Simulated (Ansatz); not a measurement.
HAl–AlH⁺, doublet: the ladder up to UCCSDT(Q)

Geometry: that of the HAl–AlH, triplet, kept fixed.

| atom | x (Å) | y (Å) | z (Å) |
| --- | --- | --- | --- |
| Al | 0.0000 | 0.0000 | 1.1500 |
| Al | 0.0000 | 0.0000 | -1.1500 |
| H | 0.0000 | 0.0000 | 2.7245 |
| H | 0.0000 | 0.0000 | -2.7245 |

Basis cc-pVDZ; Ansatz 0.2.0. Correlated methods freeze the noble-gas cores, which leaves 7 electrons in 36 orbitals. Prefix R: restricted or restricted open-shell reference; prefix U: unrestricted. Active spaces: valence = (7e, 10o) chosen from the atoms' valence shells.

Full CI isn't at hand for all of this; UCCSDT(Q) serves as the reference, and is uncertain by about the last step of the cluster series. The frozen core follows each run's orbitals, which can shift R against U totals by a few meV.

For open shells CISD is restricted-active-space CI with the open shells as a complete middle space.

* UHF ⟨S²⟩: 0.760
* T1 diagnostic (RCCSD): 0.0198
* largest doubles amplitude (RCCSD): 0.064
* T1 diagnostic (UCCSD): 0.0162

```tsv
level	E − E(UCCSDT(Q)) (kJ/mol)	share of correlation (%)	wall time
RHF	321.1	0.00	–
UHF	315.5	1.74	–
RMP2	88.4	72.48	–
UMP2	88.7	72.37	–
CISD	26.4	91.78	1.3 s
RCCSD	10.1	96.86	–
UCCSD	9.9	96.91	–
RCCSD(T)	2.9	99.10	2.3 s
UCCSD(T)	2.9	99.10	2.3 s
BCCD(T)	2.9	99.11	1.4 s
RCCSDT	0.3	99.91	–
UCCSDT	0.3	99.91	–
RCCSDT(Q)	0.0	100.00	9 s
CASSCF (valence space)	157.9	50.82	–
NEVPT2 (valence space)	48.6	84.88	6 s
NEVPT4(SD) (valence space)	7.3	97.73	8.5 s
MRCISD (valence space)	6.8	97.87	–
MRCISD+Q (valence space)	0.0	99.99	9.5 s
```

The correlation energy at UCCSDT(Q), counted from RHF, is -3.328 eV. That run took 8.5 s on 1 thread of Arm Neoverse V1, shared host.

Times hold each run's SCF and search for its determinant on a shared host, so for small cases they say little of a method's own cost; they ran on 1 thread of Arm Neoverse V1.

Natural occupations of CASSCF (valence space) about the gap: 1.968 1.964 1.939 0.989 0.052 0.031 0.026 0.017 0.009 0.004; effectively unpaired electrons, Σ n²(2−n)², 1.04.
